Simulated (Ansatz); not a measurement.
# PH (SMILES [PH]): UCCSD(T)/cc-pVTZ

Aim: the vertical ionisation energy of PH at UCCSD(T)/cc-pVTZ, from 2 runs. 

The calculation is run with Ansatz 0.2.0.

30 further runs of the same task are left out: 30 set aside as unsound or not needed.

### Step 1. Starting point

PH: 2 atoms, total charge 0, spin state triplet. As SMILES, `[PH]`. Geometry: relaxed at PBE0-D4/def2-TZVP.

Bond lengths: P1–H2 1.428 Å.

### Step 2. The energy at UCCSD(T)/cc-pVTZ

job.yaml

```yaml
crystal:
  periodic: [false, false, false]
  atoms:
    - {symbol: P, position_ang: [-0.000000, -0.000000, -0.014610]}
    - {symbol: H, position_ang: [0.000000, 0.000000, 1.413680]}
basis:
  gaussian:
    orbitals: cc-pVTZ
magnetization:
  spin_polarized: true
  initial_magnetization: 2
correlation:
  method: ccsd_t
  frozen_orbitals: {H: 0, P: 5}
accuracy: high
scf:
  omitted_lower_state_checks: [cluster_reference, increment]
```

Run with:

```bash
$ ansatz run job.yaml --threads 1 --pin off --max-ram 3480MiB --events-out events.jsonl --progress --plain --runs-dir runs
```

Log, shortened:

```text
Warning: RAYON_NUM_THREADS=1 ignored (pool sized by the plan → 1); use --threads N
Functional definition: HF
  name "HF"
[...]
622 factors; integrals over basis functions are off by at most 3.8e-9 eV
[...]
mean field -9287.18353131 eV, -341.2976996966 hartree, gradient 1.3e-8 eV, S^2 2.027044; 0 other end points of the search recorded, 0 dependent functions left out
5 core orbitals not correlated: weight in the atoms' cores, before any rotation towards them, 1.000 or more for the frozen orbitals, at most 0.000 for the correlated occupied ones
reference -9287.18353131 eV, -341.2976996966 hartree; 4, 2 occupied and 39, 41 virtual orbitals, 622 factors
second order -2.89209226 eV of doubles, -0.00000000 eV of singles
cycle   1  -3.35454190 eV  change   -4.6e-1 eV  update   5.4e-2
[...]
cycle  20  -3.54458320 eV  change   4.0e-10 eV  update  2.6e-10
perturbative correction -0.12181313 eV, -0.0044765498 hartree
Total energy: -9290.84992763 eV, -341.4324372762 hartree
Checks for a lower state left out: cluster_reference, increment
```

Run time: 0.88 s. Hardware: 1 thread of Arm Neoverse V2, shared host; peak memory 0.15 GiB.

### Step 3. The doublet cation, same level

input.yaml

```yaml
crystal:
  periodic: [false, false, false]
  atoms:
    - {symbol: P, position_ang: [-0.000000, -0.000000, -0.014610]}
    - {symbol: H, position_ang: [0.000000, 0.000000, 1.413680]}
basis:
  gaussian:
    orbitals: cc-pVTZ
total_charge: 1
magnetization:
  spin_polarized: true
  initial_magnetization: 1
correlation:
  method: ccsd_t
  frozen_orbitals: {H: 0, P: 5}
accuracy: high
scf:
  omitted_lower_state_checks: [cluster_reference, increment]
```

Run with:

```bash
$ ansatz run input.yaml --threads 1 --pin off --max-ram 3480MiB --events-out events.jsonl --progress --plain --runs-dir runs
```

Log, shortened:

```text
Warning: RAYON_NUM_THREADS=1 ignored (pool sized by the plan → 1); use --threads N
[... 2 set-up lines as earlier in the session ...]
[...]
622 factors; integrals over basis functions are off by at most 3.8e-9 eV
[...]
mean field -9277.52440418 eV, -340.9427333217 hartree, gradient 7.4e-8 eV, S^2 0.793202; 6 other end points of the search recorded, 0 dependent functions left out
5 core orbitals not correlated: weight in the atoms' cores, before any rotation towards them, 1.000 or more for the frozen orbitals, at most 0.000 for the correlated occupied ones
reference -9277.52440418 eV, -340.9427333217 hartree; 3, 2 occupied and 40, 41 virtual orbitals, 622 factors
second order -2.41248915 eV of doubles, -0.00000000 eV of singles
cycle   1  -2.87836627 eV  change   -4.7e-1 eV  update   5.8e-2
[...]
cycle  32  -3.13777623 eV  change  -1.4e-10 eV  update  4.7e-10
perturbative correction -0.08532633 eV, -0.0031356847 hartree
Total energy: -9280.74750674 eV, -341.0611801561 hartree
Checks for a lower state left out: cluster_reference, increment
```

Run time: 1.1 s. Hardware: 1 thread of Arm Neoverse V2, shared host; peak memory 0.15 GiB.

### Step 4. Results

Level: UCCSD(T)/cc-pVTZ, 5 core orbitals frozen.

| quantity | value |
| --- | --- |
| triplet PH: total energy | -341.43244 Eh |
| triplet PH: correlation energy (5 core orbitals frozen) | -134.7 mEh |
| triplet PH: (T) correction | -4.48 mEh |
| triplet PH: ⟨S²⟩ of the reference determinant | 2.027 |
| triplet PH: T1 diagnostic | 0.018 |
| doublet cation: total energy | -341.06118 Eh |
| doublet cation: correlation energy (5 core orbitals frozen) | -118.4 mEh |
| doublet cation: (T) correction | -3.14 mEh |
| doublet cation: ⟨S²⟩ of the reference determinant | 0.793 |
| doublet cation: T1 diagnostic | 0.035 |
| vertical ionisation energy (to the doublet cation) | 10.102 eV |

In words: Removing an electron at fixed nuclei costs 10.10 eV (233 kcal/mol). The triples (triplet PH) make up 3.3 % of the correlation energy. The triples (doublet cation) make up 2.6 % of the correlation energy.
